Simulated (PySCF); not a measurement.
**CH7AlSi (SMILES [CH3][AlH][SiH3]) at 6 levels**

Wanted: a comparison of 6 runs (HF/STO-3G, HF/3-21G, B3LYP/6-31G*, PBE0/def2-SVP, CCSD(T)/def2-SVPD) of CH7AlSi. 

Program for the calculation: PySCF 2.14.0.

1 further run of the same task is left out (set aside as unsound or not needed).

## 1. Starting point

The species is CH7AlSi (10 atoms), meant as a singlet with charge 0. SMILES: `[CH3][AlH][SiH3]`. The coordinates come from a PBE0-D4/def2-TZVP relaxation.

Bond lengths: C1–Al2 1.953 Å, Al2–Si3 2.461 Å, C1–H4 1.096 Å, C1–H5 1.092 Å, C1–H6 1.096 Å, Al2–H7 1.593 Å, Si3–H8 1.494 Å, Si3–H9 1.494 Å, Si3–H10 1.490 Å. Some angles: C1–Al2–Si3 120.6°, C1–Al2–H7 118.9°, Si3–Al2–H7 120.4°, Al2–C1–H4 110.5°, Al2–C1–H5 113.7°, Al2–C1–H6 110.2°, Al2–Si3–H8 110.9°, Al2–Si3–H9 110.7°, Al2–Si3–H10 114.1°, H4–C1–H5 108.0°.

## 2. Energy and gradient at HF/STO-3G (run 1)

Contents of input.py:

```python
# [CH3][AlH][SiH3]
from pyscf import gto

mol = gto.M(
    atom=[
    ('C', (-1.428400, 0.967200, -0.792400)),
    ('Al', (0.409100, 0.309500, -0.720900)),
    ('Si', (1.161700, -1.107300, 1.145400)),
    ('H', (-1.909200, 0.659300, -1.727500)),
    ('H', (-2.050600, 0.624100, 0.036600)),
    ('H', (-1.438000, 2.063000, -0.790400)),
    ('H', (1.416900, 0.709200, -1.887700)),
    ('H', (0.334900, -2.347600, 1.241000)),
    ('H', (1.000200, -0.395000, 2.448500)),
    ('H', (2.586600, -1.533600, 1.050400)),
],
    verbose=4,
    basis='sto-3g',
    spin=0,
    charge=0,
    max_memory=1860,
)

calc0 = mol.RHF()
calc0.conv_tol = 1e-10
calc0.kernel()
if not calc0.converged:
    calc0 = calc0.newton().run(calc0.mo_coeff, calc0.mo_occ)

e_final = calc0.e_tot
print('Final energy', e_final)
grad = calc0.nuc_grad_method().kernel()
calc0.analyze()
```

Command:

```console
$ OMP_NUM_THREADS=1 python input.py
```

Log:

```text
PySCF version 2.14.0

[... 74 lines left out ...]
Total Energy =                        -566.101169052924661
[... 8 lines left out ...]
MO #2   energy= -57.8047889683679  occ= 2
[... 6 lines left out ...]
MO #9   energy= -2.95922977751368  occ= 2
[... 6 lines left out ...]
MO #16  energy= -0.469513375290327 occ= 2
[... 6 lines left out ...]
MO #23  energy= 0.531881802822412  occ= 0
[... 6 lines left out ...]
MO #30  energy= 0.779201909443671  occ= 0
[... 43 lines left out ...]
Dipole moment(X, Y, Z, Debye): -0.10973,  0.51639, -0.78810
```

It took 1.3 s on 1 thread of Arm Neoverse V2, shared host; peak memory 0.12 GiB.

## 3. Energy and forces at HF/3-21G (run 2)

Contents of calc.py:

```python
import pyscf.grad
from pyscf import gto, scf

molecule = gto.M(
    atom='''
C     -2.699285     1.827743    -1.497419
Al     0.773087     0.584870    -1.362304
Si     2.195295    -2.092494     2.164492
H     -3.607865     1.245896    -3.264502
H     -3.875072     1.179378     0.069164
H     -2.717426     3.898505    -1.493640
H      2.677553     1.340194    -3.567236
H      0.632869    -4.436321     2.345150
H      1.890104    -0.746442     4.626994
H      4.887966    -2.898084     1.984968
''',
    basis='3-21g',
    unit='bohr',
    max_memory=1860,
    verbose=4,
)

mf = scf.RHF(molecule)
mf.conv_tol = 1e-10
mf.kernel()
if not mf.converged:
    mf = mf.newton().run(mf.mo_coeff, mf.mo_occ)

energy = mf.e_tot
print('E = %.10f Eh' % energy)
grad = mf.Gradients().kernel()
mf.analyze()
```

Command:

```console
$ OMP_NUM_THREADS=1 python calc.py
```

Log:

```text
PySCF version 2.14.0

[... 80 lines left out ...]
Two-electron Coulomb Energy =          392.714760512645341
[... 11 lines left out ...]
MO #9   energy= -3.17212806420157  occ= 2
[... 9 lines left out ...]
MO #19  energy= -0.412790040791003 occ= 2
[... 9 lines left out ...]
MO #29  energy= 0.314780461216847  occ= 0
[... 9 lines left out ...]
MO #39  energy= 0.979736619971417  occ= 0
[... 9 lines left out ...]
MO #49  energy= 1.96904767856644   occ= 0
[... 62 lines left out ...]
Dipole moment(X, Y, Z, Debye): -0.84444,  0.73574, -0.73848
```

Run time: 1.4 s. Hardware: 1 thread of Arm Neoverse V2, shared host; peak memory 0.12 GiB.

## 4. Energy and forces at B3LYP/6-31G(d) (spherical functions) (run 3)

Contents of job.py:

```python
import pyscf.grad
from pyscf import gto, dft

molecule = gto.M(
    atom=[
    ('C', (-1.428400, 0.967200, -0.792400)),
    ('Al', (0.409100, 0.309500, -0.720900)),
    ('Si', (1.161700, -1.107300, 1.145400)),
    ('H', (-1.909200, 0.659300, -1.727500)),
    ('H', (-2.050600, 0.624100, 0.036600)),
    ('H', (-1.438000, 2.063000, -0.790400)),
    ('H', (1.416900, 0.709200, -1.887700)),
    ('H', (0.334900, -2.347600, 1.241000)),
    ('H', (1.000200, -0.395000, 2.448500)),
    ('H', (2.586600, -1.533600, 1.050400)),
],
    max_memory=1860,
    verbose=4,
    basis='6-31g*',
)

mf = dft.RKS(molecule)
mf.xc = 'b3lyp'
mf.grids.level = 5
mf.conv_tol = 1e-10
mf.kernel()
if not mf.converged:
    mf = mf.newton().run(mf.mo_coeff, mf.mo_occ)

e_tot = mf.e_tot
print(f'total energy: {e_tot:.8f} hartree')
grad = mf.Gradients().kernel()
mf.analyze()
```

Command:

```console
$ OMP_NUM_THREADS=1 python job.py
```

Log:

```text
PySCF version 2.14.0

[... 95 lines left out ...]
Two-electron Coulomb Energy =          393.934054314185062
[... 14 lines left out ...]
MO #12  energy= -0.680388831393265 occ= 2
[... 12 lines left out ...]
MO #25  energy= 0.0718447983680393 occ= 0
[... 12 lines left out ...]
MO #38  energy= 0.393380061127932  occ= 0
[... 12 lines left out ...]
MO #51  energy= 0.872514557819418  occ= 0
[... 12 lines left out ...]
MO #64  energy= 2.27762279421986   occ= 0
[... 77 lines left out ...]
Dipole moment(X, Y, Z, Debye): -0.88684,  0.58787, -0.47628
```

It took 20 s on 1 thread of Arm Neoverse V2, shared host; peak memory 0.64 GiB.

Runs 4 to 5 aren't shown in full; the table further down has their settings and results.

## 5. The energy at CCSD(T)/def2-SVPD (run 6)

Contents of input.py:

```python
# [CH3][AlH][SiH3]
from pyscf import gto, scf, cc

molecule = gto.Mole()
molecule.atom = '''
C   -1.428400   0.967200  -0.792400
Al   0.409100   0.309500  -0.720900
Si   1.161700  -1.107300   1.145400
H   -1.909200   0.659300  -1.727500
H   -2.050600   0.624100   0.036600
H   -1.438000   2.063000  -0.790400
H    1.416900   0.709200  -1.887700
H    0.334900  -2.347600   1.241000
H    1.000200  -0.395000   2.448500
H    2.586600  -1.533600   1.050400
'''
molecule.max_memory = 1860
molecule.spin = 0
molecule.verbose = 3
molecule.basis = 'def2-svpd'
molecule.build()

mf = scf.RHF(molecule)
mf.conv_tol = 1e-10
mf.kernel()
if not mf.converged:
    mf = mf.newton().run(mf.mo_coeff, mf.mo_occ)

mycc = cc.CCSD(mf, frozen=11)
mycc.kernel()
e_t = mycc.ccsd_t()
energy = mycc.e_tot + e_t
print('E = %.10f Eh' % energy)
mf.analyze()
```

Command:

```console
$ OMP_NUM_THREADS=1 python input.py
```

Log:

```text
converged SCF energy = -572.587916345692
[... 22 lines left out ...]
MO #19  energy= -0.415107215793858 occ= 2
[... 20 lines left out ...]
MO #40  energy= 0.289330771172877  occ= 0
[... 20 lines left out ...]
MO #61  energy= 0.499249616555857  occ= 0
[... 20 lines left out ...]
MO #82  energy= 0.928315326830058  occ= 0
[... 20 lines left out ...]
MO #103 energy= 1.95979470108581   occ= 0
[... 20 lines left out ...]
MO #124 energy= 3.44726381160635   occ= 0
[... 11 lines left out ...]
Dipole moment(X, Y, Z, Debye): -0.69405,  0.47479, -0.40597
```

Wall time 86 s (1 thread of Arm Neoverse V2, shared host); peak memory 1.8 GiB.

## 6. Overview of the runs

| run | level | integration grid | Cartesian functions | energy (Eh) | dipole moment (D) of the reference | HOMO energy (eV) | LUMO energy (eV) | wall time |
| --- | --- | --- | --- | --- | --- | --- | --- | --- |
| 1 | HF/STO-3G | – | no | -566.101169 | 0.95 | -7.21 | 8.27 | 1.3 s |
| 2 | HF/3-21G | – | no | -569.686777 | 1.34 | -9.84 | 1.01 | 1.4 s |
| 3 | B3LYP/6-31G* (spherical functions) | 5 | no | -574.230648 | 1.17 | -7.03 | -1.78 | 20 s |
| 4 | B3LYP/6-31G* (Cartesian functions) | 5 | yes | -574.234782 | 1.16 | -7.03 | -1.78 | 21 s |
| 5 | PBE0/def2-SVP | 5 | no | -573.728714 | 1.15 | -7.37 | -1.72 | 25 s |
| 6 | CCSD(T)/def2-SVPD | – | no | -572.988731 | 0.93 | -9.88 | 1.09 | 86 s |

## 7. Outcome

| quantity | value |
| --- | --- |
| run 6: total energy | -572.98873 Eh |
| run 6: dipole moment (Hartree–Fock density) | 0.93 D |
| run 6: HOMO energy (Hartree–Fock orbitals) | -9.88 eV |
| run 6: LUMO energy (Hartree–Fock orbitals) | 1.09 eV |
| run 6: HOMO–LUMO gap (Hartree–Fock orbitals) | 10.97 eV |
| run 6: correlation energy (11 core orbitals frozen) | -400.8 mEh |
| run 6: (T) correction | -11.17 mEh |
| run 6: T1 diagnostic | 0.012 |

In words: Over runs 1, 2, 3, 4, 5 the dipole moment (its size) runs from 0.95 D (HF/STO-3G) to 1.34 D (HF/3-21G). Over runs 1, 2, 3, 4, 5 the HOMO–LUMO gap runs from 5.25 eV (B3LYP/6-31G*) to 15.48 eV (HF/STO-3G). The two ends differ in method and basis. Totals of different functionals can't be ranked against each other. In run 1 the basis is minimal, so the values are rough. All runs together took 2.6 min, the longest 86 s.
